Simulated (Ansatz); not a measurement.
A run for Ansatz (an electronic-structure program): R-B97M-V/def2-TZVPPD on HF (SMILES F). Files ending in .json are basis or fitting sets from the Basis Set Exchange.

Ansatz 0.2 input:
```yaml
crystal:
  periodic: [false, false, false]
  atoms:
    - {symbol: F, position_ang: [-1.45719500, 0.01925700, -0.00001100]}
    - {symbol: H, position_ang: [-0.53931000, -0.09466400, 0.00014500]}
basis:
  gaussian:
    orbitals: def2-TZVPPD.json
hamiltonian:
  xc: {name: B97M-V}
scf: {lower_state_search: off}
```

Output:

```
WARN ansatz: RAYON_NUM_THREADS=1 ignored (pool sized by the plan → 1); use --threads N
Functional definition: B97M-V
these checks for a lower state are left out or cut short: stability, starts, cluster_reference, orbital_swaps, neighbouring_geometries, increment
integrals: 0.01 GiB planned
256 factors; their error is unknown
mean field: 0.10 GiB planned
mean field evaluation 1: about -2731.9328 eV, gradient 3.3e1 eV
mean field evaluation 2: about -2728.8018 eV, gradient 5.7e1 eV
mean field evaluation 4: about -2733.4578 eV, gradient 3.3e-1 eV
mean field evaluation 8: about -2733.4573 eV, gradient 2.6e-4 eV
mean field -2733.45726764 eV, -100.4527017819 hartree, gradient 1.1e-6 eV, S^2 0.000000; 0 other end points of the search recorded, 0 dependent functions left out
reference -2733.45732237 eV, -100.4527037931 hartree; 5, 5 occupied and 52, 52 virtual orbitals, 256 factors
Total energy: -2733.45732237 eV, -100.4527037931 hartree
Checks for a lower state left out: stability, starts, cluster_reference, orbital_swaps, neighbouring_geometries, increment
```

The calculation finished and met its thresholds.

Cost: very roughly 0.6 core-seconds.
